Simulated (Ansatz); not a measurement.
A calculation with Ansatz (development build ahead of 0.2.0).

```yaml
crystal:
  periodic: [false, false, false]
  atoms:
    - { symbol: C, position_ang: [0.0, 0.0, -1.13983] }
    - { symbol: C, position_ang: [0.0, 0.0, 0.19732] }
    - { symbol: C, position_ang: [0.0, 0.0, 1.31123] }
    - { symbol: H, position_ang: [0.0, -0.94535, -1.5039] }
    - { symbol: H, position_ang: [-0.8187, 0.47267, -1.5039] }
    - { symbol: H, position_ang: [0.8187, 0.47267, -1.5039] }
    - { symbol: H, position_ang: [0.0, 0.0, 2.29937] }
basis:
  gaussian: { orbitals: cc-pVTZ }
hamiltonian:
  xc: hf
```

The input is written out in the form of the current development build from the run's settings.

Output:

- Converged: yes
- Total energy: -115.86894 hartree
- Spin squared of the determinant: 0.000

Caution: no unrestricted run beside it, a lower state can exist.
